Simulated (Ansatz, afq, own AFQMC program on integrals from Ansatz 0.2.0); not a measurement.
# HfH, quartet: AFQMC among the cluster methods

```json
{"atom": "Hf", "x (Å)": "0.0000", "y (Å)": "0.0000", "z (Å)": "0.0000"}
{"atom": "H", "x (Å)": "0.0000", "y (Å)": "0.0000", "z (Å)": "4.0910"}
```

Basis def2-TZVP with its core potentials. Only valence electrons are correlated. Integrals, coupled cluster, full CI and functionals: Ansatz 0.2.0; the random walks run on the same integrals in our own AFQMC program. ph-AFQMC/CISD is guided by a CISD state made of CCSD amplitudes; releasing the constraint for a short imaginary time cuts its bias at the price of noise, slowly where states lie close. Error bars are statistical, one sigma. No spin–orbit coupling. The metal's outer-core s and p shells are frozen, which shifts wave-function levels against functionals.

Determinant: UHF, the one that the program's search chose, which needn't be the lowest solution. The geometry is a point of a scan.

Full CI on the same integrals is exact in this basis and with this determinant's frozen core.

Cautions: no spin-orbit coupling; outer-core shells of the metal frozen; lower spins were not checked; the released energies have errors that jump between times, so the bars are unsure, so no released level is given (meV from the phaseless value at times in 1/Eh: -9.9 ± 1.0 at 0.60, -9 ± 10 at 1.20, -21.1 ± 1.0 at 2.00, -22.2 ± 1.7 at 3.00, -27.2 ± 1.9 at 4.20).

* T1 diagnostic: 0.0255
* weight of the determinant in the CISD state: 0.904
* ⟨S²⟩ of the determinant: 3.778
* size of the correlated space: 5 electrons in 42 orbitals

Reference: full CI, correlation energy -1.631 eV.

```
        level  E − E(reference) (kcal/mol)  share of correlation (%)
           HF                        37.60                      0.00
          MP2                        11.49                     69.45
         CCSD                         2.40                     93.63
      CCSD(T)                         0.84                     97.76
        CCSDT                         0.08                     99.79
     CCSDT(Q)                         0.02                     99.94
       CCSDTQ                         0.00                    100.00
ph-AFQMC/CISD                  0.86 ± 0.08                     97.71
```

CCSDT and higher add their correlation energy to the determinant of the CCSD(T) run, since their own runs factorise the integrals more tightly (a shift of under 2 meV).
